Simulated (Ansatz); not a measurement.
A nudged elastic band was laid between two geometries of CH5BMg (8 atoms, charge 0, multiplicity 1).

Theory: Ansatz 0.2.0, RKS PBE0-D4/def2-SVPD.

| Quantity | Value |
| --- | --- |
| movable images | 5 |
| climbing image | yes |
| spring | 5.0 eV/Å² |
| optimiser | quadratic models (default) |
| start path | through a guess of the saddle point |
| force threshold | 0.05 eV/Å |
| iteration limit | 60 |
| end points | relaxed |

First end point:

```xyz
8
Properties=species:S:1:pos:R:3
C -0.286 0.956 -0.786
B 0.302 0.248 0.477
Mg 0.396 -2.014 0.894
H -1.314 1.199 -0.433
H 0.165 1.931 -1.031
H -0.412 0.361 -1.701
H 0.670 1.016 1.350
H 0.479 -3.698 1.229
```

Last end point:

```xyz
8
Properties=species:S:1:pos:R:3
C -0.392 0.939 -0.759
B 0.544 0.177 0.233
Mg 0.290 -1.970 1.021
H -1.079 0.349 -1.381
H -1.032 1.507 -0.045
H 0.100 1.712 -1.370
H 1.450 0.859 0.680
H 0.120 -3.573 1.620
```

Which bonds break or form, and what moves?

No bond is made or broken. The dihedral H6–C1–B2–Mg3 goes from -19 to -152°. The two ends are copies of one structure, up to a mirror image or an exchange of like atoms.

What energy profile does the band end with?

It converged. The highest image is number 2 of 0 to 6, 0.035 eV above the ends, which have the same energy within 2 meV. Beside the main top the profile has a ripple of under 15 meV (maxima at images 2, 5), which may be a very shallow well or noise. A vibrational analysis at the climbing image gives one clearly imaginary mode, 211i cm⁻¹: a first-order saddle point.

```csv
image,path coordinate (Å),energy (eV),dihedral H6–C1–B2–Mg3 (°)
0,0.00,0.000,-19
1,0.47,0.016,-37
2,0.94,0.035,-56
3,1.52,0.011,-80
4,2.10,0.001,-104
5,2.67,0.006,-128
6,3.25,0.000,-152
```

What is the geometry of the highest image?


```xyz
8
Properties=species:S:1:pos:R:3:forces:R:3
C -0.357 0.982 -0.727 -0.02 0.02 -0.02
B 0.378 0.287 0.474 0.00 0.01 0.00
Mg 0.345 -1.972 0.925 0.00 -0.02 0.01
H -1.438 0.749 -0.686 0.03 0.00 0.00
H -0.241 2.073 -0.811 0.00 -0.02 0.00
H -0.036 0.521 -1.679 -0.01 0.01 0.01
H 1.013 1.014 1.219 0.00 0.00 0.00
H 0.336 -3.654 1.285 0.00 0.00 0.00
```

The run took 56 s on 2 threads of Intel(R) Xeon(R) Platinum 8375C CPU @ 2.90GHz (Ice Lake) (shared host), peak memory 0.19 GiB.
